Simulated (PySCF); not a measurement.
## Al2: a base run and its variants

Base input, run as `OMP_NUM_THREADS=1 python input.py` with PySCF 2.14:

```python
from pyscf import gto, scf, mp

mol = gto.M(
    atom='Al 0 0 0; Al 0 0 2.748',
    basis='pcseg-1',
    charge=0,
    spin=2,
    symmetry=True,
    verbose=4,
)
mf = scf.UHF(mol)
mf = mf.density_fit(auxbasis='def2-universal-jkfit')
mf.kernel()
mp.MP2(mf, frozen=10).kernel()
mf.dip_moment()
print('orbital energies (hartree):', [e[max(0, n-3):n+3].round(4) for e, n in zip(mf.mo_energy, mol.nelec)])
```

Base result: E(SCF) = -483.700688 Eh, 10 cycles, E(MP2) − E(SCF) = -0.07875 Eh, ⟨S²⟩ = 2.018, μz(SCF) = 0.00 D. The bond length is a typed value, not an optimised one. No search for the lowest solution was made.

Run time: 0.73 s on 1 thread of Intel Xeon Platinum 8488C (shared host), peak memory 0.1 GiB.

Each row names what differs from the base; energies in brackets are changes from the base.

| change | result | wall time (s) |
| --- | --- | --- |
| cycle limit: 50 → 3 [unsound on purpose] | the SCF does not converge, then it stops with NotImplementedError after the SCF | 0.61 |
| spin-free X2C: off → on [basis contracted without relativity] | E(SCF) = -484.504785 Eh, 10 cycles, E(MP2) − E(SCF) = -0.07867 Eh, ⟨S²⟩ = 2.018, μz(SCF) = 0.00 D | 0.71 |
| basis set: pcseg-1 → minao | E(SCF) = -483.749460 Eh (-1.3272 eV), 7 cycles, E(MP2) − E(SCF) = -0.03705 Eh, ⟨S²⟩ = 2.007, μz(SCF) = 0.00 D | 0.64 |
| spin (2S): 2 → 0 | the SCF does not converge, then it stops with NotImplementedError after the SCF | 0.98 |
| density fitting: def2-universal-jkfit → auto | E(SCF) = -483.700686 Eh (+0.0001 eV), 10 cycles, E(MP2) − E(SCF) = -0.07875 Eh, ⟨S²⟩ = 2.018, μz(SCF) = 0.00 D | 0.78 |
| functional: none (Hartree–Fock) → tpssh; SCF type: UHF → UKS; step after the SCF: mp2 → analyze | not converged: SCF after 50 cycles | 12 |
| convergence threshold: default → 1e-13 | E(SCF) = -483.700688 Eh (+0.0000 eV), 22 cycles, E(MP2) − E(SCF) = -0.07875 Eh, ⟨S²⟩ = 2.018, μz(SCF) = 0.00 D | 0.89 |
| step after the SCF: mp2 → gradient | E(SCF) = -483.700688 Eh (+0.0000 eV), 10 cycles, ⟨S²⟩ = 2.018, μz(SCF) = 0.00 D, gradient on the second atom 0.0120 Eh/bohr | 1.1 |
| functional: none (Hartree–Fock) → camb3lyp; SCF type: UHF → UKS; step after the SCF: mp2 → analyze | E(SCF) = -484.737342 Eh, 9 cycles, ⟨S²⟩ = 2.004, μz(SCF) = 0.00 D | 2.8 |
| charge: 0 → 1; spin (2S): 2 → 3 [another spin of the ion may lie lower] [a high spin state] | E(SCF) = -483.412955 Eh (+7.8296 eV), 9 cycles, E(MP2) − E(SCF) = -0.05418 Eh, ⟨S²⟩ = 3.883 | 0.72 |
| charge: 0 → 2 | the SCF does not converge, then it stops with NotImplementedError after the SCF | 1.1 |
| basis set: pcseg-1 → 3-21g | E(SCF) = -481.109390 Eh (+70.5128 eV), 9 cycles, E(MP2) − E(SCF) = -0.05738 Eh, ⟨S²⟩ = 2.008, μz(SCF) = 0.00 D | 0.74 |
| basis set: pcseg-1 → 6-31g(3d) | E(SCF) = -483.728475 Eh (-0.7561 eV), 10 cycles, E(MP2) − E(SCF) = -0.08778 Eh, ⟨S²⟩ = 2.055, μz(SCF) = 0.00 D | 0.82 |
| electric field along z (a.u.): none → 0.2; point-group symmetry: on → off [unsound on purpose] [may be another electronic state] | E(SCF) = -486.756514 Eh (-83.1533 eV), E(MP2) − E(SCF) = -0.02796 Eh, ⟨S²⟩ = 2.233, μz(SCF) = 60.04 D | 0.89 |
| step after the SCF: mp2 → cisd | E(SCF) = -483.700688 Eh (+0.0000 eV), 10 cycles, E(CISD) − E(SCF) = -0.09908 Eh, ⟨S²⟩ = 2.018, μz(SCF) = 0.00 D | 0.87 |
| electric field along z (a.u.): none → 0.005; point-group symmetry: on → off | the SCF does not converge, then it stops with NotImplementedError after the SCF | 1.1 |
| step after the SCF: mp2 → casscf; SCF type: UHF → ROHF; active space: default → 2 electrons in 3 orbitals | stops with WfnSymmetryError (Initial guess for symmetry 1 not found) after the SCF | 0.89 |
| step after the SCF: mp2 → eomee; frozen orbitals: 10 → 0; number of roots: default → 6 | E(SCF) = -483.700688 Eh (+0.0000 eV), 10 cycles, E(CCSD) − E(SCF) = -0.11665 Eh, ⟨S²⟩ = 2.018, μz(SCF) = 0.00 D, excitation roots -0.040, -0.040, 0.479, 1.663, 1.663, 2.994 eV | 35 |
| geometry: bond 2.748 → bond 2.666 | E(SCF) = -483.702257 Eh (-0.0427 eV), 10 cycles, E(MP2) − E(SCF) = -0.07992 Eh, ⟨S²⟩ = 2.018, μz(SCF) = 0.00 D | 0.81 |
| basis set: pcseg-1 → cc-pcvdz | E(SCF) = -483.758918 Eh (-1.5845 eV), 11 cycles, E(MP2) − E(SCF) = -0.08635 Eh, ⟨S²⟩ = 2.047, μz(SCF) = 0.00 D | 0.73 |
| charge: 0 → 1; spin (2S): 2 → 1 | the SCF does not converge, then it stops with NotImplementedError after the SCF | 1.1 |
| length unit: angstrom → bohr [unsound on purpose] | E(SCF) = -483.241377 Eh (+12.4985 eV), 9 cycles, E(MP2) − E(SCF) = -0.08009 Eh, ⟨S²⟩ = 2.032, μz(SCF) = 0.00 D | 0.66 |

Q: Order these changes by how far they move the SCF energy from the base, largest first: (1) convergence threshold: default → 1e-13; (2) density fitting: def2-universal-jkfit → auto; (3) geometry: bond 2.748 → bond 2.666.

A: (3) -0.0427 eV, (2) +0.0001 eV, (1) +0.0000 eV.
